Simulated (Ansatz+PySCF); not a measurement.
doublet CHO: levels of theory in one basis

```xyz
3

C     0.0623    0.5675    0.0000
O     0.0623   -0.5567    0.0000
H    -0.8720    1.1985    0.0000
```

Basis set: cc-pVTZ (spherical functions). Left uncorrelated: 2 orbitals. Correlation on ROHF uses semicanonical orbitals with singles. Charge 0, multiplicity 2.

Computed with Ansatz (development build ahead of 0.2.0) and PySCF 2.14.0; each method stands on the lowest determinant of its kind that the runs found.

```csv
method,E − E(ROHF) (eV),<S²> of the determinant
ROHF,0.00,0.75
UHF,-0.15,0.76
ROHF-MP2,-10.03,–
UHF-MP2,-9.99,0.76
```

Task: What does ROHF-CCSD(T) give on the same scale?

Result: -10.64 eV.
